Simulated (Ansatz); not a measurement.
Computed with Ansatz.

A structure relaxed at PBE0-D4/def2-TZVP, charge 0, multiplicity 2:

```tsv
atom	x (Å)	y (Å)	z (Å)
C1	-1.4663	0.5114	-1.2407
C2	-0.2835	0.1405	-0.6192
N3	-0.2116	-0.0199	0.6757
C4	1.0569	-0.4039	1.2139
H5	-2.3566	0.6746	-0.6466
H6	-1.5169	0.6415	-2.3136
H7	0.6049	-0.0178	-1.2459
H8	0.9448	-1.3422	1.7682
H9	1.8488	-0.5278	0.4610
H10	1.3796	0.3435	1.9471
```

Task: Give its formula and SMILES.

Result: C3H6N, `C=C[N]C`.

Task: Point group (tolerance 0.08 Å, 0.16 Å for H)?

Result: Cs.

Task: Summarise the bond lengths by kind.

Result: 1 × C–C 1.387 Å; 6 × C–H 1.082 to 1.100 Å; 2 × C–N 1.307 to 1.430 Å.
